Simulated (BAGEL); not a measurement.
# ROHF/6-31G(d) (density fitting with qzvpp-jkfit, spherical functions) run of BHClO (SMILES O[B]Cl)

What is the energy change on altering one bond length of BHClO at ROHF/6-31G* (density fitting with qzvpp-jkfit, spherical functions)? 

The calculation is run with BAGEL 1.2.2.

24 further runs of the same task are left out: 1 that didn't finish, 23 set aside as unsound or not needed.

**1. The structure to begin with**

BHClO: 4 atoms, total charge 0, spin state doublet. As SMILES, `O[B]Cl`. The coordinates come from a PBE0-D4/def2-TZVP relaxation.

Bond lengths: O1–B2 1.334 Å, B2–Cl3 1.740 Å, O1–H4 0.961 Å. Angles: O1–B2–Cl3 122.2°, B2–O1–H4 113.5°.

**2. A single-point energy at ROHF/6-31G(d) (density fitting with qzvpp-jkfit, spherical functions)**

hf.json

```json
{ "bagel" : [

{
  "title" : "molecule",
  "basis" : "6-31gs.json",
  "df_basis" : "qzvpp-jkfit",
  "angstrom" : true,
  "geometry" : [
    { "atom" : "O", "xyz" : [       0.545600,       0.191100,      -0.589300 ] },
    { "atom" : "B", "xyz" : [      -0.429900,       0.065600,       0.312600 ] },
    { "atom" : "Cl", "xyz" : [      -0.557200,      -1.323200,       1.352900 ] },
    { "atom" : "H", "xyz" : [       0.497000,       1.006200,      -1.096500 ] }
  ]
},

{
  "title" : "rohf",
  "nopen" : 1
},

{
  "title" : "print",
  "file" : "orbitals.molden",
  "orbitals" : true
}

]}
```

The basis set 6-31G* is read from a file made from the Basis Set Exchange's data (not shown).

The run is started by

```bash
$ BAGEL_NUM_THREADS=1 BAGEL hf.json > hf.out
```

What it wrote:

```text
* using 1 threads per process

  ===============================================================
  ===============================================================

  *** Geometry ***

  { "atom" : "O", "xyz" : [      1.031035,      0.361127,     -1.113616 ] },
  { "atom" : "B", "xyz" : [     -0.812393,      0.123966,      0.590728 ] },
  { "atom" : "Cl", "xyz" : [     -1.052955,     -2.500486,      2.556610 ] },
  { "atom" : "H", "xyz" : [      0.939194,      1.901442,     -2.072085 ] },

  Number of auxiliary basis functions:      298

  Since a DF basis is specified, we compute 2- and 3-index integrals:
    o Being stored without compression. Storage requirement is 0.005 GB

  Number of basis functions:       48
  Number of electrons      :       31

    * METHOD: MOLECULE                             0.06

  *** Open-shell HF ***

  === Nuclear Repulsion ===
    76.6997254512

      * DIIS with orbital gradients will be used.

  === ROHF iteration (6-31gs.json) ===
      0       -559.48368456          0.05360070           0.02
      1       -559.57762973          0.03662095           0.02
      2       -559.61195917          0.02371140           0.02
      3       -559.63429558          0.00201912           0.02
      4       -559.63536797          0.00054276           0.02
      5       -559.63555785          0.00016444           0.02
      6       -559.63559219          0.00004120           0.02
      7       -559.63560004          0.00001164           0.02
      8       -559.63560163          0.00000379           0.02
      9       -559.63560205          0.00000111           0.02
     10       -559.63560212          0.00000037           0.02
     11       -559.63560214          0.00000017           0.02
     12       -559.63560214          0.00000006           0.02
     13       -559.63560214          0.00000002           0.02
     14       -559.63560214          0.00000001           0.02
    * SCF iteration converged.

    * S^2 (ROHF) is 0.7500

    * Permanent dipole moment:
           (    0.010734,    -0.910244,     0.602899) a.u.

    * METHOD: ROHF                                 0.37

    * METHOD: PRINT                                0.00

  ===============================================================
```

Run time: 0.74 s. Hardware: 1 thread of Intel Xeon 6975P-C (Granite Rapids), shared host; peak memory 0.079 GiB.

**3. The distorted shape, same level**

input.json

```json
{ "bagel": [

{
  "title": "molecule",
  "basis": "6-31gs.json",
  "df_basis": "qzvpp-jkfit",
  "angstrom": "true",
  "geometry": [
    { "atom": "O", "xyz": [       0.564697,       0.399447,      -0.745365 ] },
    { "atom": "B", "xyz": [      -0.410803,       0.273947,       0.156535 ] },
    { "atom": "Cl", "xyz": [      -0.557200,      -1.323200,       1.352900 ] },
    { "atom": "H", "xyz": [       0.516097,       1.214547,      -1.252565 ] }
  ]
},

{
  "title": "rohf",
  "nopen": 1
},

{
  "title": "print",
  "file": "orbitals.molden",
  "orbitals": "true"
}

]}
```

The basis set 6-31G* is read from a file made from the Basis Set Exchange's data (not shown).

The run is started by

```bash
$ BAGEL_NUM_THREADS=1 BAGEL input.json > input.out
```

What it wrote:

```text
* using 1 threads per process

  ===============================================================
  ===============================================================

  *** Geometry ***

  { "atom" : "O", "xyz" : [      1.067123,      0.754845,     -1.408536 ] },
  { "atom" : "B", "xyz" : [     -0.776305,      0.517685,      0.295808 ] },
  { "atom" : "Cl", "xyz" : [     -1.052955,     -2.500486,      2.556610 ] },
  { "atom" : "H", "xyz" : [      0.975282,      2.295161,     -2.367005 ] },

  Number of auxiliary basis functions:      298

  Since a DF basis is specified, we compute 2- and 3-index integrals:
    o Being stored without compression. Storage requirement is 0.005 GB

  Number of basis functions:       48
  Number of electrons      :       31

    * METHOD: MOLECULE                             0.05

  *** Open-shell HF ***

  === Nuclear Repulsion ===
    70.9881118117

      * DIIS with orbital gradients will be used.

  === ROHF iteration (6-31gs.json) ===
      0       -559.45703928          0.05425183           0.02
      1       -559.55403088          0.03764101           0.02
      2       -559.59102663          0.02461885           0.02
      3       -559.61542580          0.00238874           0.02
      4       -559.61741805          0.00100966           0.02
      5       -559.61794118          0.00035576           0.02
      6       -559.61805900          0.00008434           0.02
      7       -559.61809718          0.00002398           0.02
      8       -559.61810194          0.00000729           0.02
      9       -559.61810303          0.00000269           0.02
     10       -559.61810291          0.00000092           0.02
     11       -559.61810294          0.00000044           0.02
     12       -559.61810291          0.00000015           0.02
     13       -559.61810291          0.00000007           0.02
     14       -559.61810291          0.00000003           0.02
     15       -559.61810291          0.00000001           0.02
    * SCF iteration converged.

    * S^2 (ROHF) is 0.7500

    * Permanent dipole moment:
           (   -0.061921,    -1.357166,     0.964231) a.u.

    * METHOD: ROHF                                 0.35

    * METHOD: PRINT                                0.00

  ===============================================================
```

Wall time 0.72 s (1 thread of Intel Xeon 6975P-C (Granite Rapids), shared host); peak memory 0.079 GiB.

**4. Outcome**

Level: ROHF/6-31G* (density fitting with qzvpp-jkfit, spherical functions).

| quantity | value |
| --- | --- |
| first shape: total energy | -559.63560 Eh |
| first shape: dipole moment | 2.78 D |
| first shape: ⟨S²⟩ | 0.750 |
| distorted shape: total energy | -559.61810 Eh |
| distorted shape: dipole moment | 4.23 D |
| distorted shape: ⟨S²⟩ | 0.750 |
| energy change with the B2–Cl3 bond stretched from 1.740 to 2.001 Å | 0.476 eV |

What this shows: With the B2–Cl3 bond stretched from 1.740 to 2.001 Å the energy rises by 0.48 eV (45.9 kJ/mol). The first shape isn't relaxed at this level, so the change isn't measured from a minimum.
